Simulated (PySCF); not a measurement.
# Bond curve of SiN

Set-up: PySCF, no relativity, basis sets Si def2-TZVPPD, N def2-TZVPPD. Energies in eV from Si + N in their ground configurations at the same level. State: ²Σ⁺ (doublet), unpaired electrons σ ↑.

All columns are LC-ωPBE. A positive dipole means Si(−)N(+).

| R (Å) | E (eV) | μ (D) | Mulliken charge on Si (basis-dependent) | HOMO (eV) | LUMO (eV) | Mayer bond order | ⟨S²⟩ |
| --- | --- | --- | --- | --- | --- | --- | --- |
| 1.346 | -2.613 | -1.86 | 0.27 | -11.47 | -1.90 | 2.74 | 0.76 |
| 1.409 | -3.555 | -2.10 | 0.25 | -11.51 | -1.99 | 2.72 | 0.77 |
| 1.471 | -4.066 | -2.33 | 0.25 | -11.20 | -2.06 | 2.68 | 0.77 |
| 1.518 | -4.236 | -2.50 | 0.26 | -10.97 | -2.08 | 2.64 | 0.78 |
| 1.565 | -4.266 | -2.66 | 0.27 | -10.75 | -2.10 | 2.61 | 0.79 |
| 1.612 | -4.188 | -2.82 | 0.28 | -10.54 | -2.11 | 2.56 | 0.80 |
| 1.675 | -3.958 | -3.00 | 0.29 | -10.26 | -2.11 | 2.50 | 0.83 |
| 1.753 | -3.538 | -3.12 | 0.30 | -9.90 | -2.12 | 2.38 | 0.92 |
| 1.847 | -2.952 | -3.03 | 0.28 | -9.52 | -2.15 | 2.16 | 1.16 |
| 1.972 | -2.195 | -2.61 | 0.24 | -9.15 | -2.22 | 1.80 | 1.57 |

A fit through these points gives, at Re = 1.553 Å, μ = -2.62 D and dμ/dR = -3.46 D/Å; the reduced mass is 9.332 u.

Question: How strong is the fundamental in the double-harmonic approximation, I = 42.26·(dμ/dR)²/μred km/mol?

Answer: I = 42.26·(-3.46)²/9.332 = 54.2 km/mol at LC-ωPBE.

⟨S²⟩ of the unrestricted solution departs from its pure value on part of the curve, where spin states mix. The state is the lowest determinant that a PBE0 search found; another state may lie lower at other levels.
